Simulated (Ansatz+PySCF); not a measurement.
## singlet AlF: levels of theory in one basis

```xyz
2

Al    0.0000    0.0000   -0.6309
F     0.0000    0.0000    0.9114
```

Basis set: def2-SVP (spherical functions). Correlated methods keep 6 orbitals frozen. Charge 0, multiplicity 1.

Computed with Ansatz (development build ahead of 0.2.0); each method stands on the lowest determinant of its kind that the runs found. NEVPT2 correlates all electrons. Active spaces start from the frontier orbitals, and the lowest solution found is given.

| method | E − E(RHF) (eV) | <S²> of the determinant |
| --- | --- | --- |
| RHF | 0.00 | 0.00 |
| RHF-MP2 | -6.28 | – |
| RHF-CCSD | -6.62 | – |
| RHF-CCSD(T) | -6.72 | – |
| SC-NEVPT2(10,8) | -5.82 | – |

(1) What does CASSCF(10,8) give on the same scale?

(2) Is a single determinant a sound starting point here?

Answers

(1) -2.57 eV.

(2) By this sign, yes. Unrestricted orbitals gain 0.00 eV and <S²> is 0.00 against 0.00 for a pure state. The CASSCF(10,8) natural occupations are 2.00, 2.00, 1.98, 1.98, 1.98, 0.02, 0.02, 0.02.
